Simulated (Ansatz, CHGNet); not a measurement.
Energy of diamond less that of graphite, by level of theory

Reference value: 16 ± 10 meV/atom (measured, extrapolated to 0 K, zero-point energy (9 meV/atom, computed) removed; as tabulated in Gruber and Grüneis (2018), arXiv:1902.08100).

```
level (code)            value (meV/atom)  error (meV/atom)
----------------------  ----------------  ----------------
CHGNet-r²SCAN (CHGNet)               108               +92
LDA (Ansatz)                         -10               -26
PBE (Ansatz)                         135              +119
PBE-D3(BJ) (Ansatz)                   85               +69
PBE-D4 (Ansatz)                       82               +66
r²SCAN (Ansatz)                      112               +96
r²SCAN-D4 (Ansatz)                    98               +82
r²SCAN+rVV10 (Ansatz)                 71               +55
HSE06 (Ansatz)                        60               +44
```

The reference is too small against the doubts on it for a ranking. Wrong order of the two phases: LDA.

HSE06: hybrids on metals are sensitive to the k mesh and can open a false gap. Each level is taken at its own relaxed cell. Ansatz's density-functional and Hartree–Fock values are scalar-relativistic unless marked +SOC, with PAW data made under PBE.

Machine-learned potentials (CHGNet-r²SCAN) are trained on DFT data, which may include these solids.

Differences are worked out from the printed values.

Ansatz is a first-principles code.
